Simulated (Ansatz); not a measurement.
**Question.** Name a neutral molecule of C, F, O and H with HOMO energy (ωB97M-V/def2-TZVPP) between -12.00 and -11.70 eV and ideal-gas entropy at 298 K and 1 bar (rigid rotor, harmonic PBE0-D4/def2-TZVP) between 317 and 333 J/(mol·K) (Ansatz, PBE0-D4/def2-TZVP geometry).

**Answer.** `OC(F)OCF` (-11.74 eV, 331 J/(mol·K)); `OC(O)(F)CF` (-11.82 eV, 326 J/(mol·K)). Other molecules can fit too; these were computed, each in one conformer that needn't be the lowest.
